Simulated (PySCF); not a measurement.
Work out the structure from these simulated measurements.

Formula: C5H9N.

* Dipole: 3.98 D [PBE0/pcSseg-1]
* 1H NMR: chemical shifts (computed TMS as zero) by class: 2.28 (2 H), 1.57 (2 H), 1.46 (2 H), 1.11 (3 H) ppm [GIAO PBE0/pcSseg-1]
* NMR, other nuclei: isotropic shieldings of nuclei other than C and H, by class: -32 (1 N) ppm [GIAO PBE0/pcSseg-1]
* 13C NMR: chemical shifts (computed TMS as zero) by class: 124.4 (1 C), 33.0 (1 C), 26.7 (1 C), 18.7 (1 C), 16.6 (1 C) ppm [GIAO PBE0/pcSseg-1]
* Rotational structure: rotational constants A, B, C: 7.680, 1.828, 1.592 GHz [GFN2-xTB]

Gas-phase values; electronic properties from PySCF, density fitting. Levels stand in brackets. Isolated species at its GFN2-xTB geometry (one conformer only). NMR values are class means; diastereotopic atoms form classes of their own.

Q: Give a SMILES that accounts for the data.

A: Numbering: `[CH3:1][CH2:2][CH2:3][CH2:4][C:5]#[N:6]`. Its formula, C5H9N, gives 2 degrees of unsaturation: 0 rings and 2 π bonds in the structure found. 5 carbons fall into 5 classes; from least to most shielded: nitrile carbon [C5] (124.4 ppm), chain CH2 carbon [C3] (33.0 ppm), chain CH2 carbon [C2] (26.7 ppm), sp3 carbon next to a nitrile [C4] (18.7 ppm), methyl carbon [C1] (16.6 ppm). Hydrogen classes from least to most shielded: 2 H on an sp3 carbon next to a nitrile, C4 (2.28 ppm), 2 H on a chain CH2 carbon, C2 (1.57 ppm, a mean of values up to 0.8 ppm apart in this geometry), 2 H on a chain CH2 carbon, C3 (1.46 ppm), 3 H on a methyl carbon, C1 (1.11 ppm). The other shieldings belong to: -32 ppm, nitrile nitrogen [N6]. The optimised geometry has point group C1 and is an asymmetric top. Structure: `CCCCC#N`. Computed isomers that give other values at the same levels: `C=C(C)[C@@H]1CN1` (13C chemical shifts (computed TMS as zero) by class: 158.6 (1 C), 105.7 (1 C), 35.0 (1 C), 32.8 (1 C), 27.8 (1 C) ppm); `[H]/N=C/C/C=C/C` (13C chemical shifts (computed TMS as zero) by class: 175.9 (1 C), 138.1 (1 C), 133.9 (1 C), 50.5 (1 C), 22.4 (1 C) ppm); `C#C[C@H](C)NC` (rotational constant A: 4.208 GHz; this holds for the one conformer computed). The assignments are read from this structure; whether some other isomer fits the data as well wasn't checked.

Conformer computed: `[CH3:1][CH2:2][CH2:3][CH2:4][C:5]#[N:6]`: C1–C2–C3–C4 -178°, C2–C3–C4–C5 65°.
